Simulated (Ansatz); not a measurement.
Energy needed to pull apart C₂H₂O₂ (SMILES O=C1CO1), singlet, into free ground-state atoms, from the structure below (displaced at random from a GFN2-xTB minimum); no zero-point or spin–orbit terms; open-shell atoms are treated unrestricted, in their ground-state multiplicity.

```xyz
6
angstrom
O -0.6813 -1.6314 0.7743
C -0.4840 -0.7769 0.1612
C 0.2868 0.7265 0.0452
O -0.5636 -0.1325 -0.9380
H 1.4032 0.4493 -0.3647
H -0.1847 1.3608 0.4059
```

Program: Ansatz 0.2.0. Basis: def2-TZVPP. Cores are frozen in the correlated methods.

| method | atomization energy (kcal/mol) |
| --- | --- |
| PBE-D4 | 585.6 |
| r2SCAN-D4 | 557.6 |
| PBE0-D4 | 557.1 |
| r2SCAN0-D4 | 535.0 |
| LC-wPBE | 554.4 |
| wB97M-V | ? |
| HF | 331.4 |
| MP2 | 555.1 |
| CCSD | ? |
| CCSD(T) | 528.8 |

(1) What does CCSD give? (To be estimated.)

(2) What does wB97M-V give? (An estimate is asked for; the value comes from the calculation.)

No T1 diagnostic of these runs exceeds 0.016.

Results:

(1) The calculation gives: 512.4 kcal/mol, which is about 16.3 kcal/mol less than CCSD(T)/def2-TZVPP.

(2) By the calculation: 553.7 kcal/mol, which is about 24.9 kcal/mol more than CCSD(T)/def2-TZVPP.

In triple zeta the MP2 and coupled-cluster atomization energies are still short of their basis limit by a few kcal/mol a bond, whereas those of the functionals are nearly converged, so these differences are not deviations from converged CCSD(T).

For scale, one of the runs: CCSD(T)/def2-TZVPP forces, 152 basis functions (an equivalent command: `ansatz run in.yaml --threads 4`). Hardware: 4 CPU threads, shared host. Wall time 72 s; peak host memory 2.1 GiB.
